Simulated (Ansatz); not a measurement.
# CH₂Al+ (singlet): wave-function methods side by side, cc-pVDZ

How much of the correlation energy of CH₂Al+ (singlet) does each wave-function method recover here?

Computed with Ansatz 0.2.0, Gaussian basis. Level: cc-pVDZ, core rule «outside noble gas», up to 6 orbitals frozen.

Plan: UHF; CCSD(T) on RHF; CCSD(T) on UHF; BCCD(T) on RHF; CISD; CCSDT(Q) on RHF; CCSDT(Q) on UHF; CCSDTQ on RHF; CCSDTQ on UHF.

10 further runs of the same task are left out: 5 for a known fault of the program, 5 set aside as unsound or not needed.

### Step 1. The geometry

The geometry is a PBE0/def2-TZVP stationary point (not a proven minimum) of the parent state, kept for this charge and spin.

4 atoms, charge 1, spin multiplicity 1.

Atoms are counted from 1 here; the program's logs count them from 0.

Bond lengths: Al1–C2 1.971 Å, C2–H3 1.094 Å, C2–H4 1.094 Å. Angles: Al1–C2–H3 125.0°, Al1–C2–H4 125.0°, H3–C2–H4 109.9°.

### Step 2. UHF

Contents of in.yaml:

```yaml
crystal:
  periodic: [false, false, false]
  atoms:
    - {symbol: Al, position_ang: [0.000000, 0.000000, 0.704959]}
    - {symbol: C, position_ang: [0.000000, 0.000000, -1.265754]}
    - {symbol: H, position_ang: [0.000000, -0.896128, -1.894102]}
    - {symbol: H, position_ang: [0.000000, 0.896128, -1.894102]}
basis:
  gaussian: {orbitals: cc-pVDZ}
total_charge: 1
magnetization: {spin_polarized: true, initial_magnetization: 0}
hamiltonian: {xc: hf}
output: {orbitals: {seedname: orbitals}}
```

Launch:

```console
$ ansatz run in.yaml --threads 1 --pin off --events-out ev --progress --plain --max-ram 4096MiB --backend cpu
```

The runs that follow: CCSD(T) on RHF; CCSD(T) on UHF; BCCD(T) on RHF; CISD; CCSDT(Q) on RHF; CCSDT(Q) on UHF; CCSDTQ on RHF; CCSDTQ on UHF.

Before running them: what should the planned runs give, taken together? Wanted: RCCSDTQ below the RHF energy; RMP2 from RCCSDTQ; RCCSD from RCCSDTQ; RCCSD(T) from RCCSDTQ; RCCSDT(Q) from RCCSDTQ; T1 diagnostic.

As calculated:

| quantity | value |
| --- | --- |
| RCCSDTQ below the RHF energy | -5.0003 eV |
| RMP2 from RCCSDTQ | +1209.5 meV |
| RCCSD from RCCSDTQ | +153.2 meV |
| RCCSD(T) from RCCSDTQ | +47.1 meV |
| RCCSDT(Q) from RCCSDTQ | +1.8 meV |
| levels within 1 kcal/mol (43 meV) | RCCSDT, RCCSDT(Q) |
| T1 diagnostic | 0.011 |

In words: RCCSD(T) lands +47.1 meV from the yardstick (0.9 % of the correlation energy). These misses are within one basis, not against nature.
